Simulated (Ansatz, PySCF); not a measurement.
propyne (C3H4), SMILES C(#C)C.

The structure is a stationary point at B3LYP-D3(BJ)/def2-TZVP.

Vertical ionisation energy (IE) and electron affinity (EA) in eV. Rows of orbital energies are one-electron estimates. Where ΔSCF, EOM or ADC give a negative EA the extra electron is unbound and the value depends on the basis.

```csv
level,IE,EA
"−ε(HOMO), −ε(LUMO), PBE0/def2-TZVPD (PySCF)",7.74,-0.39
"−ε(HOMO), −ε(LUMO), PBE/def2-TZVPD (PySCF)",6.51,0.18
ADC(2)/aug-cc-pVDZ (PySCF),10.18,-0.71
"ΔSCF, PBE0/def2-TZVPD (Ansatz), final states of multiplicity 2 and 2",10.25,-1.32
"ΔSCF, PBE/def2-TZVPD (Ansatz), final states of multiplicity 2 and 2",(withheld),(withheld)
```

Fill in the missing entries. (Estimate from the structure and the level; the computed values follow.)


- ΔSCF, PBE/def2-TZVPD (Ansatz, an electronic-structure program), final states of multiplicity 2 and 2, IE: 10.24
- ΔSCF, PBE/def2-TZVPD (Ansatz), final states of multiplicity 2 and 2, EA: -1.22

What vertical singlet–triplet gap does ΔSCF give with PBE0/def2-TZVPD (Ansatz) and with PBE/def2-TZVPD (Ansatz)? (The exact figures need the calculation; the answer reports its results.)

5.63 and 5.71 eV (triplet above singlet where positive).

Give the lowest 1s main lines (those of the lightest heavy element) from CVS-ADC(2)-x/aug-cc-pVDZ (PySCF, non-relativistic), with pole strengths. (An estimate is asked for; the answer gives what the named calculation found.)

291.6 eV (1.48), 292.0 eV (1.49), 292.7 eV (1.54).

Beyond the first one, list the lowest photoelectron lines from ADC(2)/aug-cc-pVDZ (PySCF) with their pole strengths (two spins summed). (An estimate is asked for; the answer gives what the named calculation found.)

14.70 eV (1.79), 14.70 eV (1.79), 14.72 eV (1.73), 17.22 eV (1.72).
